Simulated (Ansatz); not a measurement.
## C₂H₂F₂S, SMILES F[C@@H]1S[C@@H]1F: harmonic frequencies at the relaxed geometry, step by step

With Ansatz 0.2.0, Python API.

The cells in order, each with its output:

In [1]:
```python
import ansatz as az
from ase import Atoms
from ase.thermochemistry import IdealGasThermo
import numpy as np
from rdkit import Chem
from rdkit.Chem import AllChem

BASIS = "def2-SVP"
XC = "pbe0"
```

In [2]:
```python
# a force-field geometry from the SMILES
rd = Chem.AddHs(Chem.MolFromSmiles("F[C@@H]1S[C@@H]1F"))
AllChem.EmbedMolecule(rd, randomSeed=433)
AllChem.UFFOptimizeMolecule(rd)
geometry = az.Crystal.molecule()
for atom, xyz in zip(rd.GetAtoms(), rd.GetConformer().GetPositions()):
    geometry = geometry.atom(atom.GetSymbol(), xyz.round(5).tolist())

job = geometry.calculation().basis(gaussian=BASIS).functional(XC)
symbols = [site.symbol for site in geometry.cartesian_sites]
start = np.array([site.position_ang for site in geometry.cartesian_sites], dtype=float)
data = job.relax(force_tolerance=0.003).run(threads=1).report
end = np.array(data["positions_ang"])
```

In [3]:
```python
print("bond        before    after (A)")
for i, j in [(0, 1), (1, 2), (1, 3), (1, 5), (2, 3), (3, 4), (3, 6)]:
    d0, d1 = (np.linalg.norm(xyz[i] - xyz[j]) for xyz in (start, end))
    print(f"{symbols[i]}{i}-{symbols[j]}{j}".ljust(10), f"{d0:8.4f} {d1:8.4f}")
```
```text
bond        before    after (A)
F0-C1        1.3834   1.3403
C1-S2        1.8423   1.8036
C1-C3        1.4616   1.4754
C1-H5        1.1099   1.0972
S2-C3        1.8423   1.8036
C3-F4        1.3834   1.3403
C3-H6        1.1099   1.0972
```

In [4]:
```python
# frequencies need a stationary point, so they are taken at the relaxed geometry
minimum = az.Crystal.molecule()
for symbol, xyz in zip(symbols, end):
    minimum = minimum.atom(symbol, xyz.tolist())
vibrating = minimum.calculation()
vibrating = vibrating.basis(gaussian=BASIS).functional(XC)
vibrating = vibrating.phonons(temperatures=(298.15, 498.15, 100))
vib = vibrating.run(threads=1).report["vibrations"]
sums = vib["harmonic_sums"]
modes = [m["omega_inv_cm"] for m in sums["modes_at_gamma"] if m["rigid_motion"] == "no"]
for number, w in enumerate(modes, start=1):
    print(f"mode {number:2d} {w:9.1f} 1/cm {w / 8065.544 * 1000:8.2f} meV")
print("imaginary modes:", sum(w < 0 for w in modes), " zero-point energy:", round(sums["zero_point_energy_ev"], 4), "eV")
# rigid rotor and ideal gas, symmetry number taken as one
gas = IdealGasThermo(vib_energies=[w / 8065.544 for w in modes if w > 0], geometry="linear" if len(modes) == 3 * len(symbols) - 5 else "nonlinear",
                     atoms=Atoms(symbols, positions=end), symmetrynumber=1, spin=0.0)
print(f"H(298 K) - E = {gas.get_enthalpy(298.15, verbose=False):.4f} eV")
print(f"S(298 K, 1 bar) = {96485.33 * gas.get_entropy(298.15, 1e5, verbose=False):.1f} J/(mol K) with symmetry number 1")
```
```text
mode  1     230.7 1/cm    28.61 meV
mode  2     317.6 1/cm    39.38 meV
mode  3     415.2 1/cm    51.47 meV
mode  4     648.4 1/cm    80.39 meV
mode  5     718.1 1/cm    89.03 meV
mode  6     737.5 1/cm    91.43 meV
mode  7     926.2 1/cm   114.84 meV
mode  8    1047.4 1/cm   129.86 meV
mode  9    1069.2 1/cm   132.56 meV
mode 10    1188.1 1/cm   147.30 meV
mode 11    1272.3 1/cm   157.74 meV
mode 12    1344.9 1/cm   166.75 meV
mode 13    1438.9 1/cm   178.40 meV
mode 14    3171.0 1/cm   393.15 meV
mode 15    3177.8 1/cm   394.00 meV
imaginary modes: 0  zero-point energy: 1.0975 eV
H(298 K) - E = 1.2465 eV
S(298 K, 1 bar) = 297.3 J/(mol K) with symmetry number 1
```

Caveats:
- The frequencies are harmonic and unscaled, in a modest basis. The result belongs to the one conformer reached from this start, and soft torsions count as harmonic oscillators.
- The entropy takes a symmetry number of 1; a symmetric molecule's is lower by R ln(sigma).
- Wall time of the script: 51 s on 1 thread of Intel(R) Xeon(R) Platinum 8488C (Sapphire Rapids) (shared host), peak memory 0.35 GiB.

(Lines on the test bed's own set-up are left out of the output.)
